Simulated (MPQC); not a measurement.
**NO+ (nitrosonium): levels of theory compared**

Aim: a comparison of 6 runs (HF/3-21G, HF/def2-SVP, B3LYP/3-21G, B3LYP/6-31G*, PBE0/def2-SVP, PBE0/def2-TZVP) of NO+ (nitrosonium). 

The calculation is run with MPQC 2.3.1.

3 further runs of the same task are left out: 3 set aside as unsound or not needed.

## (1) Starting point

The species is NO+ (2 atoms), meant as a singlet with charge +1. As SMILES, `N#[O+]`. The bond length is the measured one.

Bond lengths: N1–O2 1.063 Å.

## (2) Energy and forces at HF/3-21G (run 1)

mol.in reads:

```
% emacs should use -*- KeyVal -*- mode
molecule<Molecule>: (
   symmetry = c1
   unit = angstrom
   { atoms geometry } = {
      N  [ 0.000000     0.000000     0.000000 ]
      O  [ 0.000000     0.000000     1.063220 ]
   }
)
basis<GaussianBasisSet>: (
   name = "3-21G"
   molecule = $:molecule
   basisdir = "."
   puream = yes
)
mpqc: (
   checkpoint = no
   savestate = no
   restart = no
   do_energy = yes
   do_gradient = yes
   optimize = no
   mole<CLHF>: (
      molecule = $:molecule
      basis = $:basis
      total_charge = 1
      memory = 1000000000
      print_evals = yes
      print_npa = yes
      maxiter = 120
      value_accuracy = 1e-08
      guess_wavefunction<CLHF>: (
         molecule = $:molecule
         total_charge = 1
         memory = 1000000000
         value_accuracy = 1e-3
         basis<GaussianBasisSet>: (
            name = "STO-3G"
            molecule = $:molecule
         )
      )
   )
)
```

The basis set 3-21G is read from a file made from the Basis Set Exchange's data (not shown).

Launch:

```sh
$ mpqc mol.in > mol.out
```

Standard output:

```text
MPQC: Massively Parallel Quantum Chemistry
[...]
  LUMO is     8   A =  -0.310641
  total scf energy = -128.1368079840
[...]
Value of the MolecularEnergy: -128.1368079840
  Gradient of the MolecularEnergy:
      1    0.0000000000
      2   -0.0000000000
      3   -0.0566469451
      4   -0.0000000000
      5    0.0000000000
      6    0.0566469451
  Function Parameters:
    value_accuracy    = 8.683317e-10 (1.000000e-08) (computed)
    gradient_accuracy = 8.683317e-08 (1.000000e-06) (computed)
    hessian_accuracy  = 0.000000e+00 (1.000000e-04)
[...]
      symmetry = c1
[...]
```

It took 0.16 s on 1 thread of Intel Xeon 6975P-C (Granite Rapids), shared host.

## (3) Energy and forces at HF/def2-SVP (run 2)

Edit mol.in of step 2 so:

```diff
@@ -1,8 +1,8 @@
-% emacs should use -*- KeyVal -*- mode
+% NO
 molecule<Molecule>: (
    symmetry = c1
-   unit = angstrom
+   unit = bohr
    { atoms geometry } = {
-      N  [ 0.000000     0.000000     0.000000 ]
-      O  [ 0.000000     0.000000     1.063220 ]
+      N  [ 0.00000000   0.00000000   0.00000000 ]
+      O  [ 0.00000000   0.00000000   2.00919461 ]
    }
@@ -10,3 +10,3 @@
 basis<GaussianBasisSet>: (
-   name = "3-21G"
+   name = "def2-SVP"
    molecule = $:molecule
```

The basis set def2-SVP is read from a file made from the Basis Set Exchange's data (not shown).

Launch:

```sh
$ mpqc mol.in > mol.out
```

Standard output:

```text
MPQC: Massively Parallel Quantum Chemistry
[...]
  LUMO is     8   A =  -0.288793
  total scf energy = -128.8007495252
[...]
Value of the MolecularEnergy: -128.8007495252
  Gradient of the MolecularEnergy:
      1   -0.0000000000
      2    0.0000000000
      3   -0.1268519092
      4    0.0000000000
      5   -0.0000000000
      6    0.1268519092
  Function Parameters:
    value_accuracy    = 6.902408e-09 (1.000000e-08) (computed)
    gradient_accuracy = 6.902408e-07 (1.000000e-06) (computed)
    hessian_accuracy  = 0.000000e+00 (1.000000e-04)
[...]
      symmetry = c1
[...]
```

It took 0.2 s on 1 thread of Intel Xeon 6975P-C (Granite Rapids), shared host.

Runs 3 to 4 aren't shown in full; the table further down has their settings and results.

## (4) Energy and forces at PBE0/def2-SVP (run 5)

Edit mol.in of step 3 so:

```diff
@@ -1,8 +1,7 @@
-% NO
 molecule<Molecule>: (
    symmetry = c1
-   unit = bohr
+   unit = angstrom
    { atoms geometry } = {
-      N  [ 0.00000000   0.00000000   0.00000000 ]
-      O  [ 0.00000000   0.00000000   2.00919461 ]
+      N  [ 0.000000       0.000000       0.000000 ]
+      O  [ 0.000000       0.000000       1.063220 ]
    }
@@ -22,3 +21,3 @@
    optimize = no
-   mole<CLHF>: (
+   mole<CLKS>: (
       molecule = $:molecule
@@ -31,2 +30,8 @@
       value_accuracy = 1e-08
+      functional<SumDenFunctional>: (
+         a0 = 0.25
+         coefs = [ 0.75 1 ]
+         funcs: [ <PBEXFunctional>: () <PBECFunctional>: () ]
+      )
+      integrator<RadialAngularIntegrator>: ( grid = xfine )
       guess_wavefunction<CLHF>: (
```

The basis set def2-SVP is read from a file made from the Basis Set Exchange's data (not shown).

Launch:

```sh
$ mpqc mol.in > mol.out
```

Standard output:

```text
MPQC: Massively Parallel Quantum Chemistry
[...]
  Integrated electron density error = -0.000082937218
  iter     1 energy = -129.1088179629 delta = 2.00286e-01
  Integrated electron density error = 0.000006453837
  iter     2 energy = -129.2733360636 delta = 3.31569e-02
[...]
  Integrated electron density error = 0.000000002509
  iter     8 energy = -129.2955249336 delta = 4.15913e-06
  Integrated electron density error = 0.000000002520
  iter     9 energy = -129.2955249336 delta = 4.60896e-07
  Integrated electron density error = 0.000000002520
  iter    10 energy = -129.2955249336 delta = 2.03726e-08
[...]
  LUMO is     8   A =  -0.487267
  total scf energy = -129.2955249336
[...]
  Integrated electron density error = 0.000000002217
  Total Gradient:
[...]
Value of the MolecularEnergy: -129.2955249336
  Gradient of the MolecularEnergy:
      1   -0.0000000011
      2   -0.0000000011
      3   -0.0117050082
      4    0.0000000011
      5    0.0000000011
      6    0.0117050082
  Closed Shell Kohn-Sham (CLKS) Parameters:
    Function Parameters:
      value_accuracy    = 1.301343e-09 (1.000000e-08) (computed)
      gradient_accuracy = 1.301343e-07 (1.000000e-06) (computed)
      hessian_accuracy  = 0.000000e+00 (1.000000e-04)
[...]
        symmetry = c1
[...]
```

Run time: 1.6 s. Hardware: 1 thread of Intel Xeon 6975P-C (Granite Rapids), shared host.

## (5) Energy and forces at PBE0/def2-TZVP (run 6)

input.in reads:

```
molecule<Molecule>: (
  symmetry = c1
  unit = angstrom
  { atoms geometry } = {
    N  [ 0.000000     0.000000     0.000000 ]
    O  [ 0.000000     0.000000     1.063220 ]
  }
)
basis<GaussianBasisSet>: (
  name = "def2-TZVP"
  molecule = $:molecule
  basisdir = "."
  puream = yes
)
mpqc: (
  checkpoint = no
  savestate = no
  restart = no
  do_energy = yes
  do_gradient = yes
  optimize = no
  mole<CLKS>: (
    molecule = $:molecule
    basis = $:basis
    total_charge = 1
    memory = 1000000000
    print_evals = yes
    print_npa = yes
    maxiter = 120
    value_accuracy = 1e-08
    functional<SumDenFunctional>: (
      a0 = 0.25
      coefs = [ 0.75 1 ]
      funcs: [ <PBEXFunctional>: () <PBECFunctional>: () ]
    )
    integrator<RadialAngularIntegrator>: ( grid = xfine )
    guess_wavefunction<CLHF>: (
      molecule = $:molecule
      total_charge = 1
      memory = 1000000000
      value_accuracy = 1e-3
      basis<GaussianBasisSet>: (
        name = "MINI (Huzinaga)"
        molecule = $:molecule
      )
    )
  )
)
```

The basis set def2-TZVP is read from a file made from the Basis Set Exchange's data (not shown).

Launch:

```sh
$ mpqc input.in > input.out
```

Standard output:

```text
MPQC: Massively Parallel Quantum Chemistry
[...]
  Integrated electron density error = 0.000012648512
  iter     1 energy = -128.9363557596 delta = 6.42656e-02
  Integrated electron density error = 0.000011235528
  iter     2 energy = -129.3740432558 delta = 2.83229e-02
[...]
  Integrated electron density error = 0.000000013321
  iter     8 energy = -129.4561070135 delta = 1.15409e-06
  Integrated electron density error = 0.000000013321
  iter     9 energy = -129.4561070170 delta = 1.05386e-06
  Integrated electron density error = 0.000000013322
  iter    10 energy = -129.4561070170 delta = 2.88962e-08
[...]
  LUMO is     8   A =  -0.478683
  total scf energy = -129.4561070170
[...]
  Integrated electron density error = 0.000000012198
  Total Gradient:
[...]
Value of the MolecularEnergy: -129.4561070170
  Gradient of the MolecularEnergy:
      1   -0.0000000051
      2   -0.0000000051
      3   -0.0314905615
      4    0.0000000051
      5    0.0000000051
      6    0.0314905615
  Closed Shell Kohn-Sham (CLKS) Parameters:
    Function Parameters:
      value_accuracy    = 5.256276e-09 (1.000000e-08) (computed)
      gradient_accuracy = 5.256276e-07 (1.000000e-06) (computed)
      hessian_accuracy  = 0.000000e+00 (1.000000e-04)
[...]
        symmetry = c1
[...]
```

It took 6.3 s on 1 thread of Intel Xeon 6975P-C (Granite Rapids), shared host; peak memory 0.23 GiB.

## (6) The series

| run | level | integration grid | starting guess | energy (Eh) | HOMO energy (eV) | LUMO energy (eV) | HOMO–LUMO gap (eV) | wall time |
| --- | --- | --- | --- | --- | --- | --- | --- | --- |
| 1 | HF/3-21G | – | STO-3G | -128.136808 | -31.18 | -8.45 | 22.73 | 0.16 s |
| 2 | HF/def2-SVP | – | STO-3G | -128.800750 | -31.12 | -7.86 | 23.27 | 0.2 s |
| 3 | B3LYP/3-21G | xfine | STO-3G | -128.775874 | -25.02 | -14.01 | 11.01 | 0.72 s |
| 4 | B3LYP/6-31G* (spherical functions) | xfine | 3-21G | -129.527310 | -25.06 | -13.55 | 11.52 | 1.3 s |
| 5 | PBE0/def2-SVP | xfine | STO-3G | -129.295525 | -25.38 | -13.26 | 12.12 | 1.6 s |
| 6 | PBE0/def2-TZVP | xfine | MINI (Huzinaga) | -129.456107 | -25.30 | -13.03 | 12.28 | 6.3 s |

## (7) Results

| quantity | value |
| --- | --- |
| run 6: total energy | -129.45611 Eh |
| run 6: HOMO energy | -25.30 eV |
| run 6: LUMO energy | -13.03 eV |
| run 6: HOMO–LUMO gap | 12.28 eV |
| run 6: largest force on an atom | 1.619 eV/Å |

**Reading.** The HOMO–LUMO gap runs from 11.01 eV (B3LYP/3-21G) to 23.27 eV (HF/def2-SVP). The two ends differ in method and basis. Totals of different functionals can't be ranked against each other. All runs together took 10 s, the longest 6.3 s.
